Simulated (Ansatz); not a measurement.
```yaml
crystal:
  periodic: [false, false, false]
  atoms:
    - {symbol: C, position_ang: [-0.707742, -0.124068, -0.604372]}
    - {symbol: Si, position_ang: [0.728362, 0.212624, 0.494695]}
    - {symbol: S, position_ang: [-0.558011, -1.411894, 0.731939]}
    - {symbol: H, position_ang: [-0.544508, -0.521570, -1.601389]}
    - {symbol: H, position_ang: [-1.607156, 0.477986, -0.519051]}
    - {symbol: H, position_ang: [0.653011, 1.328728, 1.461743]}
    - {symbol: H, position_ang: [2.097246, -0.029706, -0.009266]}
basis:
  gaussian: {orbitals: def2-TZVPP, nuclear_model: gaussian}
hamiltonian: {xc: {name: PBE}, pseudopotentials: {relativity: none}}
output: {forces: true}
```

```sh
$ ansatz run in.yaml --threads 2 --pin off --events-out ev --progress --plain --max-ram 4352MiB
```

Output, abridged:

```
Functional definition: PBE
988 factors; their error is unknown
mean field evaluation 1: about -19796.6761 eV, gradient 6.2e1 eV
mean field evaluation 2: about -19769.1116 eV, gradient 1.1e2 eV
mean field evaluation 4: about -19805.7258 eV, gradient 6.5e0 eV
mean field evaluation 8: about -19805.8286 eV, gradient 2.2e-1 eV
mean field evaluation 16: about -19805.8033 eV, gradient 1.7e-4 eV
mean field -19805.80332394 eV, -727.8498472990 hartree, gradient 3.2e-5 eV, S^2 0.000000; 0 other end points of the search recorded, 0 dependent functions left out
reference -19805.80336059 eV, -727.8498486461 hartree; 20, 20 occupied and 151, 151 virtual orbitals, 988 factors
Total energy: -19805.80336059 eV, -727.8498486461 hartree
Atom 0 at    -0.707742    -0.124068    -0.604372 Å, force    -0.071162     0.053382    -0.119166 eV/Å
Atom 1 at     0.728362     0.212624     0.494695 Å, force     0.226092     0.156885     0.077033 eV/Å
Atom 2 at    -0.558011    -1.411894     0.731939 Å, force    -0.154079    -0.392476     0.211208 eV/Å
Atom 3 at    -0.544508    -0.521570    -1.601389 Å, force     0.030515    -0.065859    -0.215765 eV/Å
Atom 4 at    -1.607156     0.477986    -0.519051 Å, force    -0.183260     0.135099     0.001905 eV/Å
Atom 5 at     0.653011     1.328728     1.461743 Å, force    -0.009460     0.136808     0.109349 eV/Å
Atom 6 at     2.097246    -0.029706    -0.009266 Å, force     0.161354    -0.023839    -0.064565 eV/Å
Dipole moment:     0.103849     0.280083    -0.156690 e Å
```

It took 3.6 s on 2 threads of an AMD EPYC 7R43 on a shared host, with 0.33 GiB of host memory at the peak.
